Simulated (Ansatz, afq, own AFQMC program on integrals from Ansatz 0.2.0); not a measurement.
## NaC, quartet: AFQMC among the cluster methods

```
atom   x (Å)   y (Å)   z (Å)
   C  0.0000  0.0000  0.0000
  Na  0.0000  0.0000  2.2288
```

Basis cc-pVDZ. Noble-gas cores (and the filled d shells of Ga–Kr and In–Xe) are frozen. Ansatz 0.2.0 and our own AFQMC program on the same integrals; the CISD trial comes from CCSD amplitudes, and released means the phaseless constraint is let go. Free projection: walkers drawn from exp(T), propagated without any constraint. Its projection time is finite, and what remains of the start isn't in its error. ± is one standard error of the sampling.

Determinant: UHF, the one that the program's search chose, which needn't be the lowest solution. The geometry is a point of a scan.

Full CI on the same integrals is exact in this basis and with this determinant's frozen core.

Cautions: lower spins were not checked.

```
T1 diagnostic                               : 0.0238
weight of the determinant in the CISD state : 0.945
⟨S²⟩ of the determinant                     : 3.755
size of the correlated space                : 5 electrons in 26 orbitals
```

| level | correlation energy (eV) |
| --- | --- |
| MP2 | -1.9526 |
| CCSD | -2.4269 |
| CCSD(T) | -2.4754 |

(1) Estimate where full CI lies against CCSD(T) on the same integrals.

(1) 1.6 kJ/mol below CCSD(T).

Reference: full CI, correlation energy -2.492 eV. The released energy is read at 2.40 1/Eh (meV from the phaseless value at times in 1/Eh: -3.6 ± 1.3 at 0.24, -5.6 ± 1.3 at 0.51, -8.5 ± 1.9 at 0.99, -10.0 ± 1.6 at 1.62, -9.4 ± 1.7 at 2.40).

```json
{"level": "CCSD(T)", "E − E(reference) (kJ/mol)": "1.6", "share of correlation (%)": "99.32"}
{"level": "CCSDT", "E − E(reference) (kJ/mol)": "0.4", "share of correlation (%)": "99.85"}
{"level": "CCSDT(Q)", "E − E(reference) (kJ/mol)": "0.0", "share of correlation (%)": "99.99"}
{"level": "CCSDTQ", "E − E(reference) (kJ/mol)": "0.0", "share of correlation (%)": "100.00"}
{"level": "ph-AFQMC/HF", "E − E(reference) (kJ/mol)": "5.9 ± 1.6", "share of correlation (%)": "97.55"}
{"level": "ph-AFQMC/CISD", "E − E(reference) (kJ/mol)": "1.0 ± 0.3", "share of correlation (%)": "99.58"}
{"level": "released AFQMC", "E − E(reference) (kJ/mol)": "0.1 ± 0.2", "share of correlation (%)": "99.95"}
{"level": "free AFQMC", "E − E(reference) (kJ/mol)": "0.0 ± 0.07", "share of correlation (%)": "100.01"}
```

CCSDT and higher add their correlation energy to the determinant of the CCSD(T) run, since their own runs factorise the integrals more tightly (a shift of under 2 meV). Free projections are given only where their last times agree within the noise and don't stop above the reference; a slow remainder of the start can still hide under it. A walk keeps the symmetry of its determinant, which the program's search chose and which needn't be the lowest solution, so a lower state of the same spin and another symmetry isn't excluded. Released energies are given only where the last usable release times agree within the noise; a slower fall can still hide under it.
